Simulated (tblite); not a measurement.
C4H7OS (doublet state).
Numbering: `[CH2:1]=[CH:2][O:3][CH2:4][CH2:5][S:6]` (hydrogens: H7, H8 on C1; H9 on C2; H10, H11 on C4; H12, H13 on C5)

Computed geometry: GFN2-xTB, gas phase. This method treats the open shell by occupation alone, without spin polarisation.

**Question.** List the bond lengths, angles and torsions at this level.

**Answer.** 
```csv
bond,length (Å),order
C1=C2,1.330,double
C2–O3,1.355,single
O3–C4,1.401,single
C4–C5,1.535,single
C5–S6,1.798,single
C1–H7,1.073,single
C1–H8,1.075,single
C2–H9,1.086,single
"C4–H10, C4–H11",1.096,single
"C5–H12, C5–H13",1.090,single
```

Bonds in one row agree within 0.01 Å and their mean is given. Orders are formal, as drawn. A selection of angles:
```csv
angle,degrees
C2–C1–H7,120.8
C2–C1–H8,121.1
H7–C1–H8,118.2
C1–C2–O3,122.0
C1–C2–H9,121.8
O3–C2–H9,116.1
C2–O3–C4,115.4
O3–C4–C5,110.8
O3–C4–H10,106.5
O3–C4–H11,111.0
C5–C4–H10,109.6
H10–C4–H11,109.5
C4–C5–S6,111.3
C4–C5–H12,109.7
S6–C5–H12,108.0
H12–C5–H13,109.9
```

Dihedral angles: C1–C2–O3–C4 156° (antiperiplanar); C2–O3–C4–C5 -77° (synclinal); O3–C4–C5–S6 63° (synclinal). The mirror-image conformer, all signs reversed, is as good.

The C–O distances run from 1.355 Å (C2–O3, drawn single) to 1.401 Å (O3–C4, drawn single), a spread of 0.046 Å. Of the pairs four or more bonds apart, C2···S6 is among the closest relative to their van der Waals radii: 2.90 Å, 83 % of the sum of Bondi's values. C2 (carbon bonded to C, O and H) is planar (angles 122.0°, 121.8° and 116.1°, sum 359.9°, 0.03 Å off the plane of its three neighbours). The 2 C–C bonds span 1.330 Å (C1=C2, drawn double) to 1.535 Å (C4–C5, drawn single), a spread of 0.205 Å. O3 (oxygen bonded to 2 C) is bent (angle 115.4°). C1 (carbon bonded to C and 2 H) is planar (angles 121.1°, 120.8° and 118.2°, sum 360.0°, 0.00 Å off the plane of its three neighbours).

Point group: C1 (no symmetry element, even within 0.4 Å). Its GFN2-xTB frequencies are all real (lowest 46 cm⁻¹).
